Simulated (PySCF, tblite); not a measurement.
# A complex of sulfur difluoride and methanimine

A gas-phase complex of sulfur difluoride and methanimine; neutral, singlet. The structure comes from a short search (6 tight-binding starts) and was relaxed by PBE0-D3(BJ)/def2-SVPD; another way of binding may lie lower. Frequencies by PBE0-D3(BJ)/def2-SVPD show no clear imaginary mode.

Parts: 1 = sulfur difluoride (FSF), atoms 1–3; 2 = methanimine (C=N), atoms 4–8.

```csv
atom,part,x (Å),y (Å),z (Å)
F1,1,-0.882,-0.119,-0.657
S2,1,-0.014,0.723,0.507
F3,1,0.900,-0.607,0.836
C4,2,2.216,1.042,2.737
N5,2,1.285,1.594,2.082
H6,2,2.803,1.572,3.499
H7,2,2.444,-0.010,2.533
H8,2,1.109,2.574,2.304
```

```
contact    kind (by geometry)  distance (Å)  angle (°)
S2···N5  short chalcogen bond         2.219        173
```

Deforming the relaxed parts to their shape here costs 4.3 kcal/mol, which the interaction energies leave out.

Interaction energies are complex less parts, with the parts frozen as they stand in it; counterpoise-corrected, in kcal/mol (PySCF).

(1) How strongly do the parts interact, level by level?

(2) What holds them together? Decompose the wB97M-D3(BJ)/def2-TZVPD energy: frozen parts, their antisymmetrised product, then relaxation.

The parts were also relaxed and run alone, at the levels used for the complex: shieldings by PBE0/pcSseg-2.

Values alone: F1–S2 bond (Å): 1.621; shielding of S2 (ppm): -996.9; shielding of N5 (ppm): -129.1; shielding of F1 (ppm): 346.4.

(3) What does binding change?

(4) What are the binding energy from relaxed parts (wB97M-D3(BJ)/def2-TZVPD), and ΔH and ΔG of association at 298.15 K and 1 atm?

Answers

(1) 
```tsv
level	interaction	superposition error removed
wB97M-D3(BJ)/def2-TZVPD	-10.11	-0.25
PBE0-D3(BJ)/def2-TZVPD	-13.92	-0.25
```

(2) electrostatic -44.6, Pauli repulsion +70.0, orbital relaxation -34.0, dispersion correction -1.8 kcal/mol, which sum to the value before the counterpoise correction; the Pauli term holds the exchange-correlation of the frozen density too. Of the attraction, 55 % is electrostatic, 42 % is orbital relaxation, 2 % is dispersion correction.

(3) 
| property | alone | in the complex | change |
| --- | --- | --- | --- |
| F1–S2 bond (Å) | 1.621 | 1.679 | +0.057 |
| shielding of S2 (ppm) | -996.9 | -610.9 | +386.0 |
| shielding of N5 (ppm) | -129.1 | -104.2 | +24.9 |
| shielding of F1 (ppm) | 346.4 | 210.9 | -135.6 |

(4) -5.84 kcal/mol, -4.02 with zero-point energy; ΔH -4.3 and ΔG +6.2 kcal/mol, from harmonic vibrations by PBE0-D3(BJ)/def2-SVPD with low modes damped.
